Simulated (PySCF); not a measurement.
## Nuclear quadrupole coupling in ethynylaluminium

Species: ethynylaluminium, C2HAl (singlet state).
Numbering: `[CH:1]#[C:2][Al:3]` (hydrogens: H4 on C1)

Field gradients from the PBE0/pcSseg-1 density (PySCF, non-relativistic), principal values in atomic units, ordered |Vxx| ≤ |Vyy| ≤ |Vzz|:

```csv
atom,Vxx,Vyy,Vzz
Al3,0.6510,0.6510,-1.3020
```

**Question.** Find the asymmetry η = (Vxx − Vyy)/Vzz and the couplings χ = eQV/h (234.96 MHz × Q in barn × V in au), with Q(27Al) = 0.1466 b.

**Answer.** 
```json
{"atom": "Al3", "environment": "aluminium bonded to C", "nucleus": "27Al", "η": "0.00", "χzz (MHz)": "-44.85", "χxx (MHz)": "22.42", "χyy (MHz)": "22.42"}
```

The gradient is axial or nearly so (η below 0.05) at Al3. The tensor is traceless: Vxx + Vyy + Vzz = 0.

**Question.** What is Vzz at Al3 in SI units (1 au = 9.71736 × 10²¹ V/m²)?

**Answer.** -1.3020 au = -12.652 × 10²¹ V/m².

**Question.** And the gradient at the other heavy atoms, for which no coupling is worked out here?

**Answer.** 
```
atom             environment  Vzz (au)     η
  C1  terminal alkyne carbon    -0.388  0.00
  C2           alkyne carbon    -0.480  0.00
```

Geometry: PBE0-D3(BJ)/def2-SVP; no solvent, vibrations or thermal averaging. These gradients aren't converged with respect to the basis.

The run behind these numbers computed NMR shieldings as well. The run took 2.5 s of wall time on Arm Neoverse V1, one thread, no GPU, on a shared host.
